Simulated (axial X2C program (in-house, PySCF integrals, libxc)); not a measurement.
What spin–orbit coupling does to MgS⁺

All values were computed with an in-house relativistic program for diatomic molecules. Spin-free means the one-electron spin-free X2C Hamiltonian; two-component (2c) means X2C with spin–orbit coupling and atomic mean-field two-electron Coulomb and Gaunt terms, so the difference of the two also holds small scalar two-electron terms. Basis: S dyall-av3z [9s8p3d2f], Mg dyall-cv3z [9s8p6d3f] (cores contracted in-house); Gaussian nuclei, density fitting, unrestricted open shells. Masses: S 31.972 u, Mg 23.985 u.

Spin-free state: M_S = 1/2, Λ = 1 (beyond evenly filled blocks: π+α, π+β, π-α); fragments S + Mg+.

```
level  Re (Å)  ωe (cm⁻¹)  De (eV)  μ (D)
 PBE0   2.238      481.6    1.972   8.77
  M06   2.224      498.9    2.241   9.27
```

Dipoles are positive if Mg is the positive end and refer to the centre of mass.

(1) Within this multiplet, which Ω should lie lowest by the rule for regular and inverted multiplets?

Two-component determinant lowest at the distance of the search:

Ω = 3/2 (⟨Sz⟩ = 0.50, ⟨Lz⟩ = 1.00 at PBE0); fragments S + Mg+.

```json
{"level": "PBE0", "Re (Å)": "2.238", "ωe (cm⁻¹)": "481.2", "De (eV)": "1.993", "μ (D)": "8.76"}
{"level": "M06", "Re (Å)": "2.224", "ωe (cm⁻¹)": "498.6", "De (eV)": "2.238", "μ (D)": "9.27"}
```

(2) From the two tables, how do the constants change at the PBE0 level (2c against spin-free)?

The state is one determinant whose occupation by symmetry is held fixed; it was picked as the lowest of a PBE0 search that is not exhaustive. De is counted from the lowest determinant-based energies of the atoms at the same level, without counterpoise correction. Density functionals use the spin component along the axis (collinear). In 2c an atomic determinant is not the ground J level, so De misses part of the atomic spin–orbit lowering. This holds for PBE0. Without a current term, density functionals place determinants with orbital angular momentum somewhat too high.

Answers

(1) The open π shell holds three electrons, one hole, so the multiplet is inverted: Ω = Λ + 1/2 = 3/2. The PBE0 2c search agrees, though Ω = 1/2 of the search lies only 0.05 eV higher.

(2) At the PBE0 level Re is unchanged within 0.001 Å and ωe goes down by 0.4 cm⁻¹; De is not compared, since the atomic limits differ or miss part of their spin–orbit lowering.
